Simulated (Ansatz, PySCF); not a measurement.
This Ansatz (an electronic-structure program) input computes a SVWN5/def2-TZVPD energy:

Ansatz 0.2 input:
```yaml
crystal:
  periodic: [false, false, false]
  atoms:
    - {symbol: S, position_ang: [-0.00000000, -0.00000000, -1.55270816]}
    - {symbol: C, position_ang: [0.00000000, 0.00000000, 0.00000000]}
    - {symbol: S, position_ang: [0.00000000, 0.00000000, 1.55270816]}
basis:
  gaussian:
    orbitals: def2-TZVPD
hamiltonian:
  xc: {name: SVWN5}
output: {forces: true}
```

**Question.** Write an input for the same energy in PySCF and say what it gives.

**Answer.** 
```python
from pyscf import gto, scf, dft

mol = gto.M(
    atom='''
    S    -0.00000000   -0.00000000   -1.55270816
    C     0.00000000    0.00000000    0.00000000
    S     0.00000000    0.00000000    1.55270816
    ''',
    basis='def2-tzvpd',
    charge=0,
    spin=0,
    verbose=4,
)

mf = dft.RKS(mol, xc='svwn').density_fit(auxbasis='def2-universal-jkfit')
mf.grids.level = 3
mf.conv_tol = 1e-9
mf.max_cycle = 100
mf.max_memory = 1500
mf.kernel()
if not mf.converged:
    mf = mf.newton()
    mf.kernel(mf.make_rdm1())
mf.analyze()
```
It gives -831.46995 Eh, and Ansatz -831.46993 Eh, a difference of 0.02 mEh, from the treatment of integrals and grids.
